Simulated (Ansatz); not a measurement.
Cost and result for the atomization energy of C6H10 (`CCC#CCC`) (16 atoms, 15 bonds).

Cartesian coordinates in Å:
```
C -0.888 -2.036 1.565
C -1.565 -0.686 1.342
C -0.819 0.179 0.441
C -0.185 0.877 -0.306
C 0.600 1.701 -1.211
C 1.868 1.005 -1.698
H 0.106 -1.904 1.995
H -1.479 -2.653 2.245
H -0.777 -2.573 0.622
H -2.573 -0.839 0.940
H -1.697 -0.176 2.302
H 0.863 2.638 -0.708
H -0.019 1.983 -2.070
H 2.514 0.744 -0.857
H 1.624 0.084 -2.230
H 2.428 1.655 -2.373
```

The species carries charge 0 and has multiplicity 1. Geometry: relaxed with PBE0-D4/def2-TZVP. Program: Ansatz. All runs use 2 threads of an AMD EPYC 7R13 on a shared host and a share of an NVIDIA H100 80 GB. Times are those of one run each, without the atoms' runs, and a repeat can differ threefold. Electronic energies, without spin–orbit coupling; frozen cores. CCSD(T)/CBS adds CCSD(T) − MP2 in def2-TZVPP to the MP2 limit, and its time is that of the two runs behind it. T1 = 0.010. B3LYP takes the VWN-RPA correlation (the form of Gaussian; ORCA's B3LYP/G). HSE06 is the plane-wave form, built on full-range PBE exchange.

CCSD(T)/CBS is a level of theory with its own doubt, some kJ/mol a heavy atom from the limit and from the frozen cores, so smaller differences don't rank the functionals.

```csv
level,functions,wall time,atomization (kJ/mol),difference from CCSD(T)/CBS,per bond
BHLYP-D4/def2-TZVPP,326,4.3 s,6505.8,-145.2,-9.7
HSE06-D4/def2-TZVPP,326,5.5 s,6725.8,74.8,5.0
BLYP-D4/def2-TZVPP,326,7 s,6644.7,-6.3,-0.4
CCSD(T)/def2-SVP,134,7.5 s,6420.8,-230.2,-15.3
LDA (SPW92)/def2-TZVPP,326,8 s,7567.8,916.8,61.1
B97M-V/def2-TZVPP,326,8 s,6670.0,19.0,1.3
B3LYP-D4/def2-TZVPP (with forces),326,8 s,6670.0,19.0,1.3
PBE-QIDH/def2-TZVPP,326,8.5 s,6666.7,15.7,1.0
ωB97X-V/def2-TZVPP,326,10 s,6656.5,5.5,0.4
B2PLYP/def2-TZVPP,326,10 s,6613.0,-38.0,-2.5
MP2/def2-QZVPP,642,11 s,6690.5,39.5,2.6
CCSD(T)/def2-TZVPP,326,17 s,6510.2,-140.8,-9.4
CCSD(T)/CBS(def2),–,27 s,6651.0,0.0,0.0
```

From PBE to PBE0 (25 % exact exchange), in def2-TZVPP and without D4, the atomization energy moves by −88.3 kJ/mol: exact exchange takes away binding that semilocal exchange gives to molecules. The D4 term adds +42.2 kJ/mol with B3LYP and +22.5 kJ/mol with PBE0; it sums over pairs of atoms, weighted by their polarisabilities, and B3LYP, whose exchange is more repulsive, gets the larger term. In def2-TZVPP, CCSD(T) changes the Hartree–Fock value by +1485.2 kJ/mol (the triples alone add +88.2 kJ/mol) and MP2 by +1583.0 kJ/mol; breaking electron pairs costs correlation energy, which Hartree–Fock lacks.
